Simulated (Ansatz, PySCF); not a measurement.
Species: C2H4NO, charge 0, doublet. C2H4NO (SMILES [CH2]C(N)=O, doublet).
B3LYP-D3(BJ)/def2-TZVP minimum from Ansatz (a program for electronic structure):
```
C
O 1 1.2263
N 1 1.3732 2 121.77
H 3 1.0038 1 121.90 2 170.47
H 3 1.0058 4 118.49 1 163.33
C 1 1.4517 2 122.04 3 -178.88
H 6 1.0788 1 117.74 2 -0.71
H 6 1.0818 7 119.57 1 -179.64
```
Charge 0, spin multiplicity 2.

Atomisation energy term by term, kcal/mol (programs: Ansatz). Open shells are spin-unrestricted; no spin-orbit coupling. Cores are frozen in correlated methods. Rows without X2C or -DK are non-relativistic. CBS(X,Y): correlation extrapolated as X^-3, Hartree-Fock from the larger set. A bracket is a step between two methods taken in the basis named. '+ core + X2C': CCSD(T) terms for core correlation (cc-pwCVTZ) and scalar relativity (cc-pVTZ-DK). Where a partner has so few electrons that a lower coupled-cluster level is exact, that level stands in. The UHF reference of C2H4NO ([CH2]C(N)=O, doublet) is spin-contaminated (<S^2> up to 0.05 over the pure value in the sets run).

```csv
term,basis,kcal/mol
Hartree-Fock,cc-pVQZ,527.39
CCSD correlation,"CBS(cc-pVTZ,cc-pVQZ)",216.24
(T),"CBS(cc-pVTZ,cc-pVQZ)",15.92
CCSDT(Q) - CCSD(T),cc-pVDZ,1.14
core correlation,cc-pwCVTZ,3.22
scalar relativity,"X2C, cc-pVTZ-DK",-0.82
minus zero-point energy,Hessian by PySCF at B3LYP-D3(BJ)/def2-TZVP,-37.32
sum: D0,,725.8
```
